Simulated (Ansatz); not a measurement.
# MgNH (triplet): B3LYP, CAM-B3LYP, wB97M-V over a scan of the scale of all distances, 6-31G

Aim: run MgNH (triplet) with these functionals over a scan of the scale of all distances, and hold them against the top wave-function level at the same points.

Method: 6-31G, all electrons in the functionals; program: Ansatz 0.2.0, Gaussian basis.

Plan: B3LYP, CAM-B3LYP, wB97M-V, at 0.868; 1.000; 1.107; 1.313; 1.510; 1.746; 2.039; 2.423.

22 further runs of the same task are left out: 8 for a known fault of the program, 10 that didn't finish, 4 set aside as unsound or not needed. Runs told in other sessions of the task aren't counted.

## Step 1: The geometry

The geometry derives from a PBE0/def2-TZVP stationary point (not a proven minimum). All distances are scaled together.

3 atoms, charge 0, spin multiplicity 3.

Atoms are counted from 1 here; the program's logs count them from 0.

Bond lengths: N1–Mg2 1.882 Å, N1–H3 1.011 Å. Angles: Mg2–N1–H3 180.0°.

No dispersion term is added; wB97M-V holds VV10 nonlocal correlation. B3LYP takes the VWN-RPA correlation.

The geometry shown and the zero of energy belong to the point 1.000. The yardstick, FCI, and other wave-function levels (R restricted, U unrestricted, valence and pair active spaces) come from earlier runs.

## Step 2: B3LYP, 0.868

File in.yaml:

```yaml
crystal:
  periodic: [false, false, false]
  atoms:
    - {symbol: N, position_ang: [0.000000, 0.000000, 0.251923]}
    - {symbol: Mg, position_ang: [0.000000, 0.000000, -1.381393]}
    - {symbol: H, position_ang: [0.000000, 0.000000, 1.129471]}
basis:
  gaussian: {orbitals: 6-31G}
magnetization: {spin_polarized: true, initial_magnetization: 2}
hamiltonian: {xc: {name: B3LYP}}
```

Launch:

```bash
$ ansatz run in.yaml --threads 1 --pin off --events-out ev --progress --plain --max-ram 2393MiB
```

The runs that follow: B3LYP, 1.000; B3LYP, 1.107; B3LYP, 1.313; B3LYP, 1.510; B3LYP, 1.746; B3LYP, 2.039; B3LYP, 2.423; CAM-B3LYP, 0.868; CAM-B3LYP, 1.000; CAM-B3LYP, 1.107; CAM-B3LYP, 1.313; CAM-B3LYP, 1.510; CAM-B3LYP, 1.746; CAM-B3LYP, 2.039; CAM-B3LYP, 2.423; wB97M-V, 0.868; wB97M-V, 1.000; wB97M-V, 1.107; wB97M-V, 1.313; wB97M-V, 1.510; wB97M-V, 1.746; wB97M-V, 2.039; wB97M-V, 2.423.

Before running them: what should the planned runs give, taken together? Wanted: span of the FCI curve; largest miss, B3LYP; largest miss, CAM-B3LYP; largest miss, wB97M-V.

**Answer**, as computed:

| quantity | value |
| --- | --- |
| span of the FCI curve | 70.7 kcal/mol |
| largest miss, B3LYP | +28.0 kcal/mol (2.423) |
| largest miss, CAM-B3LYP | +28.7 kcal/mol (2.423) |
| largest miss, wB97M-V | +24.3 kcal/mol (2.423) |

In words: Of the functionals, wB97M-V keep the smallest largest miss at the points compared (at most 24.3 kcal/mol) and CAM-B3LYP strays most (28.7 kcal/mol, at 2.423). B3LYP, CAM-B3LYP, wB97M-V clearly break the spin symmetry at some points (⟨S²⟩ up to 0.92 above the pure value), so energy there is bought with a mixed spin. Functionals and the yardstick converge differently with the basis, so part of each miss in 6-31G is the basis.
